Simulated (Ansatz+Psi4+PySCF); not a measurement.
A calculation with PySCF 2.14.0.

```python
from pyscf import gto, scf, mp

# the (T+d) and (D+d) sets load through basis_set_exchange
mol = gto.M(atom="""
S 0.000000 0.000000 0.102140
H 0.000000 0.974270 -0.817080
H 0.000000 -0.974270 -0.817080
""", basis={'H': 'cc-pvtz', 'S': 'cc-pv(t+d)z'}, charge=1, spin=1)
mf = scf.UHF(mol)
mf.kernel()
pt = mp.MP2(mf, frozen=5).run()
print(mf.e_tot, pt.e_corr, pt.e_tot)
```

The script is written out from the run's settings.

The run gave:

* Converged: yes
* Reference energy: -398.37714 hartree
* Correlation energy: -0.14932 hartree
* Total energy: -398.52646 hartree
* Spin squared of the determinant: 0.766

Messages of the program:
```
WARN: HOMO -0.314263717282182 >= LUMO -0.314263717282182
WARN: HOMO -0.314263717282182 >= LUMO -0.314263717282182
```
